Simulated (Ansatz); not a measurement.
# B2PLYP/cc-pVTZ run of N2O (SMILES N#[N+][O-])

What is the energy change on altering one bond length of N2O at B2PLYP/cc-pVTZ? 

Program for the calculation: Ansatz 0.2.0.

34 further runs of the same task are left out: 2 that didn't finish, 32 set aside as unsound or not needed.

## Step 1: The molecule

N2O has 3 atoms, charge 0, and is taken as a singlet. As SMILES, `N#[N+][O-]`. The coordinates come from a PBE0-D4/def2-TZVP relaxation.

Bond lengths: N1–N2 1.118 Å, N2–O3 1.174 Å. Angles: N1–N2–O3 180.0°.

## Step 2: The energy at B2PLYP/cc-pVTZ

in.yaml

```yaml
crystal:
  periodic: [false, false, false]
  atoms:
    - {symbol: N, position_ang: [-0.511700, 1.001300, -0.167900]}
    - {symbol: N, position_ang: [-0.008400, 0.016500, -0.002800]}
    - {symbol: O, position_ang: [0.520100, -1.017800, 0.170700]}
basis:
  gaussian:
    orbitals: cc-pVTZ
accuracy: high
hamiltonian:
  xc: {name: B2PLYP}
correlation:
  frozen_orbitals: {"N": 1, O: 1}
output:
  orbitals: {seedname: orbitals}
```

Launch:

```bash
$ ansatz run in.yaml --threads 1 --pin off --max-ram 3480MiB --events-out events.jsonl --progress --plain --runs-dir runs
```

Standard output:

```text
Warning: RAYON_NUM_THREADS=1 ignored (pool sized by the plan → 1); use --threads N
Functional definition: B2PLYP
  name "B2PLYP"
  parameter a = 0.53
  parameter c = 0.27
  exchange = (1 - a)*b88_x + a*exact_x
  correlation = (1 - c)*lyp_c + c*(mp2_os + mp2_ss)
1370 factors; integrals over basis functions are off by at most 2.6e-9 eV
mean field evaluation 1: about -5016.2438 eV, gradient 3.3e1 eV
mean field evaluation 2: about -5016.2472 eV, gradient 3.3e1 eV
mean field evaluation 4: about -5017.8324 eV, gradient 5.8e0 eV
mean field evaluation 8: about -5017.8918 eV, gradient 1.5e-1 eV
mean field evaluation 16: about -5017.8919 eV, gradient 3.1e-6 eV
mean field -5017.89186388 eV, -184.4041247482 hartree, gradient 1.8e-8 eV, S^2 0.000000; 0 other end points of the search recorded, 0 dependent functions left out
3 core orbitals not correlated: weight in the atoms' cores, before any rotation towards them, 1.000 or more for the frozen orbitals, at most 0.000 for the correlated occupied ones
reference -5017.89187807 eV, -184.4041252699 hartree; 8, 8 occupied and 79, 79 virtual orbitals, 1370 factors
second order -21.69562240 eV of doubles, -0.00000000 eV of singles
Total energy: -5023.74969612 eV, -184.6193961126 hartree
```

Wall time 3.9 s (1 thread of Arm Neoverse V1, shared host); peak memory 0.17 GiB.

## Step 3: The distorted shape, same level

molecule.yaml

```yaml
crystal:
  periodic: [false, false, false]
  atoms:
    - symbol: "N"
      position_ang: [-1.145919, 2.242498, -0.376106]
    - symbol: "N"
      position_ang: [-0.642619, 1.257698, -0.211006]
    - symbol: O
      position_ang: [0.520100, -1.017800, 0.170700]
basis:
  gaussian:
    orbitals: cc-pVTZ
hamiltonian:
  xc: {name: B2PLYP}
output:
  orbitals: {seedname: orbitals}
accuracy: high
correlation:
  frozen_orbitals: {"N": 1, O: 1}
```

Launch:

```bash
$ ansatz run molecule.yaml --threads 1 --pin off --max-ram 3480MiB --events-out events.jsonl --progress --plain --runs-dir runs
```

Standard output, cut to the lines that bear on the results:

```text
Warning: RAYON_NUM_THREADS=1 ignored (pool sized by the plan → 1); use --threads N
[... 2 set-up lines as earlier in the session ...]
[...]
1280 factors; integrals over basis functions are off by at most 3.5e-9 eV
[...]
mean field -5014.17702865 eV, -184.2676070715 hartree, gradient 1.1e-8 eV, S^2 0.000000; 4 other end points of the search recorded, 0 dependent functions left out; unrestricted orbitals would lower it
3 core orbitals not correlated: weight in the atoms' cores, before any rotation towards them, 1.000 or more for the frozen orbitals, at most 0.000 for the correlated occupied ones
reference -5014.17704546 eV, -184.2676076893 hartree; 8, 8 occupied and 79, 79 virtual orbitals, 1280 factors
second order -18.38318976 eV of doubles, -0.00000000 eV of singles
Total energy: -5019.14050669 eV, -184.4500115253 hartree
```

Wall time 6.9 s (1 thread of Arm Neoverse V1, shared host); peak memory 0.17 GiB.

## Step 4: Summary of results

Level: B2PLYP/cc-pVTZ, 3 core orbitals frozen.

| quantity | value |
| --- | --- |
| first shape: total energy | -184.61940 Eh |
| first shape: HOMO energy (SCF part's orbitals) | -11.07 eV |
| first shape: LUMO energy (SCF part's orbitals) | 1.52 eV |
| first shape: HOMO–LUMO gap (SCF part's orbitals) | 12.59 eV |
| distorted shape: total energy | -184.45001 Eh |
| distorted shape: HOMO energy (SCF part's orbitals) | -12.16 eV |
| distorted shape: LUMO energy (SCF part's orbitals) | -4.15 eV |
| distorted shape: HOMO–LUMO gap (SCF part's orbitals) | 8.01 eV |
| energy change with the N2–O3 bond stretched from 1.174 to 2.584 Å | 4.609 eV |

With the N2–O3 bond stretched from 1.174 to 2.584 Å the energy rises by 4.61 eV (106 kcal/mol). The first shape isn't relaxed at this level, so the change isn't measured from a minimum. A restricted reference can't describe the breaking bond well at this length. The restricted solution (distorted shape) is unstable to spin breaking: an unrestricted one lies lower.
